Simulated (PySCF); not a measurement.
# How the numerical set-up moves the result for Cl2

The method stays; parts of the set-up, such as the basis or the Hamiltonian, are changed.

Method: each script names its method and basis; program: PySCF 2.14.0.

1 further run of the same task is left out (it didn't finish).

### 1 Starting geometry

Cl2: 2 atoms, charge 0, spin multiplicity 1.

Bond lengths: Cl1–Cl2 1.940 Å.

### 2 Base script

File input.py:

```python
from pyscf import gto, dft

mol = gto.M(
    atom='Cl 0 0 0; Cl 0 0 1.94',
    basis='sbkjc',
    ecp={'Cl': 'sbkjc'},
    charge=0,
    spin=0,
    verbose=4,
)
mf = dft.RKS(mol, xc='pbesol')
mf.kernel()
mf.stability(internal=True, external=True)
mf.dip_moment()
print('orbital energies (hartree):', mf.mo_energy[..., max(0, mol.nelec[1]-3):mol.nelec[0]+3].round(4))
```

Run with:

```bash
> OMP_NUM_THREADS=1 python input.py
```

Its log is not repeated here.

Base result: E(SCF) = -29.651914 Eh, 6 cycles, μ = 0.00 D, internal stable; real -> complex stable; RHF/RKS -> UHF/UKS stable.

The bond length is a typed value, not an optimised one.

### 3 Density fitting def2-universal-jkfit

Variant 1 changes density fitting: none → def2-universal-jkfit.

File input.py:

```python
from pyscf import gto, dft

mol = gto.M(
    atom='Cl 0 0 0; Cl 0 0 1.94',
    basis='sbkjc',
    ecp={'Cl': 'sbkjc'},
    charge=0,
    spin=0,
    verbose=4,
)
mf = dft.RKS(mol, xc='pbesol')
mf = mf.density_fit(auxbasis='def2-universal-jkfit')
mf.kernel()
mf.stability(internal=True, external=True)
mf.dip_moment()
print('orbital energies (hartree):', mf.mo_energy[..., max(0, mol.nelec[1]-3):mol.nelec[0]+3].round(4))
```

Run with:

```bash
> OMP_NUM_THREADS=1 python input.py
```

### 4 6-311++g** (core potential off)

Variant 2 changes basis set: sbkjc → 6-311++g**; core potential: on → off. The core potential changes with it: totals don't compare.

Changes to input.py since step 2:

```diff
@@ -4,4 +4,3 @@
     atom='Cl 0 0 0; Cl 0 0 1.94',
-    basis='sbkjc',
-    ecp={'Cl': 'sbkjc'},
+    basis='6-311++g**',
     charge=0,
```

### 5 6-31g* (core potential off)

Variant 3 changes basis set: sbkjc → 6-31g*; core potential: on → off. The core potential changes with it: totals don't compare.

Changes to input.py since step 2:

```diff
@@ -4,4 +4,3 @@
     atom='Cl 0 0 0; Cl 0 0 1.94',
-    basis='sbkjc',
-    ecp={'Cl': 'sbkjc'},
+    basis='6-31g*',
     charge=0,
```

### 6 Cartesian functions on

Variant 4 changes Cartesian functions: off → on.

Changes to input.py since step 2:

```diff
@@ -8,2 +8,3 @@
     spin=0,
+    cart=True,
     verbose=4,
```

Before running it: what results should come out? Wanted: for each run, E(SCF); from base; gap; after the SCF.

As calculated:

| run | E(SCF) (hartree) | from base (eV) | cycles | gap (eV) | functions | after the SCF |
| --- | --- | --- | --- | --- | --- | --- |
| base | -29.651914 | 0 | 6 | 3.18 | 16 | stable |
| density fitting def2-universal-jkfit | -29.651929 | -0.0004 | 6 | 3.18 | 16 | stable |
| 6-311++g** (core potential off) | -918.635476 | not comparable | 7 | 3.30 | 60 | stable |
| 6-31g* (core potential off) | -918.567207 | not comparable | 7 | 3.29 | 36 | stable |
| Cartesian functions on | -29.651914 | 0.0000 | 6 | 3.18 | 16 | stable |

In words: With Cartesian functions on the SCF ends at the base energy. The basis has no d shells, so the Cartesian switch can't act. The dearest run is “6-311++g** (core potential off)”, at 18 s against 1.8 s.
